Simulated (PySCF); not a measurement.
COS, charge -1, multiplicity 2. Atoms are numbered in the order given.

```xyz
3

O      0.1747    -1.6510     0.0000
C     -0.3849    -0.5861     0.0000
S      0.0570     1.0453     0.0000
```
Charge -1, spin multiplicity 2.

Geometry: PBE0-D3(BJ)/def2-TZVPD. The spin state was assumed, not searched.

Method: SMD-M06-2X/def2-SVPD in PySCF.

Solvation free energies are E(SMD) − E(gas) at the gas-phase geometry, for 1 M in both phases.

### Question
Rank water, dichloromethane, cyclohexanone by solvation free energy, most negative first.

### Answer
water (-54.5 kcal/mol), cyclohexanone (-51.7 kcal/mol), dichloromethane (-49.3 kcal/mol)
